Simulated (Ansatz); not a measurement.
`FC1=NCN1` + H₂O → `OC1=NCN1` + H–F at 500 K and 1 bar (formal hydrolysis of a C–F bond).

Calculated with Ansatz (gas phase, PBE0-D4/def2-TZVP geometries, no zero-point term in ΔE). CCSD(T)/CBS adds triple-zeta CCSD(T) − MP2 to the extrapolated MP2 energy (def2 sets, frozen cores). This one scheme is used for every species. Each species was taken in one conformer, which may not be the lowest.

| species | CCSD(T)/CBS energy (Eh) | H − E (kJ/mol) | S (J/(mol·K)) |
| --- | --- | --- | --- |
| `FC1=NCN1` | -287.03728 | 180.3 | 322.1 |
| H₂O | -76.37941 | 73.2 | 206.3 |
| `OC1=NCN1` | -263.03257 | 215.8 | 329.7 |
| H–F | -100.39570 | 39.4 | 188.7 |

H − E and S are ideal-gas, rigid-rotor, harmonic terms from PBE0-D4/def2-TZVP, for one conformer and one mirror image of each species. 1 Eh = 2625.50 kJ/mol, R = 8.31446 J/(mol·K).

Task: By hand: ΔE, ΔH, ΔS and ΔG.

Result: ΔE = (-263.03257) + (-100.39570) − (-287.03728) − (-76.37941) = -0.01158 Eh = -30.4 kJ/mol. Δ(H − E) = 215.8 + 39.4 − 180.3 − 73.2 = 1.7, so ΔH = -28.7 kJ/mol. ΔS = 329.7 + 188.7 − 322.1 − 206.3 = -10.0 J/(mol·K). ΔG = -28.7 − 500 × (-10.0)/1000 = -23.7 kJ/mol.

Task: By hand: the equilibrium constant, and the temperature at which ΔG would vanish if ΔH and ΔS stayed fixed.

Result: log₁₀ K = −ΔG/(RT ln 10) = 2.5. ΔG = 0 at ΔH/ΔS = 2870 K, far beyond where these terms or the molecules hold.

The number of gas molecules stays the same, so ΔS is small and ΔH decides. A doubt of 5 kJ/mol in ΔE shifts log₁₀ K by 0.5 here. Other conformers and mirror images would add mixing entropy, several J/(mol·K) or more a flexible species. These are equilibria of isolated gas molecules and say nothing of rates. Largest T1 diagnostic: 0.013 (customary marks: 0.02 for closed shells, 0.045 for open ones).
